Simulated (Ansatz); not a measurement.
Antiferromagnetic bcc Cr was calculated with LDA (plane waves, PAW; Ansatz, an electronic-structure program).

Settings: plane-wave cutoff 520 eV, 22×22×22 k mesh, Fermi–Dirac smearing 0.053 eV (set by the program), no spin polarisation, scalar-relativistic PAW data made under PBE.

Computed at the level's own relaxed cell.

Question: Give the computed elastic constant C44, polycrystal shear modulus (Hill average), Voigt–Reuss–Hill bulk modulus, Poisson ratio, elastic constant C11 and elastic constant C12.

Answer: 
- elastic constant C44 = 104 GPa
- polycrystal shear modulus (Hill average) = 136 GPa
- Voigt–Reuss–Hill bulk modulus = 301 GPa
- Poisson ratio = 0.304
- elastic constant C11 = 569 GPa
- elastic constant C12 = 167 GPa

Measured, for comparison: elastic constant C44 104 GPa, elastic constant C11 394 GPa, elastic constant C12 88 GPa (4 K, zero-point motion not removed; as tabulated in Bienvenu et al. (2020), arXiv:2105.09651). Computed (rounded) less measured: elastic constant C44 0.0 %, elastic constant C11 +44 %, elastic constant C12 +90 %.

Note: shear constants of such metals converge slowly with the k mesh; the commensurate order stands in for chromium's spin-density wave, and the size of the moments varies much between levels.

Elastic constants are with the ions relaxed.

Computed values are for the static lattice.

Computing time: roughly 7 core-minutes.
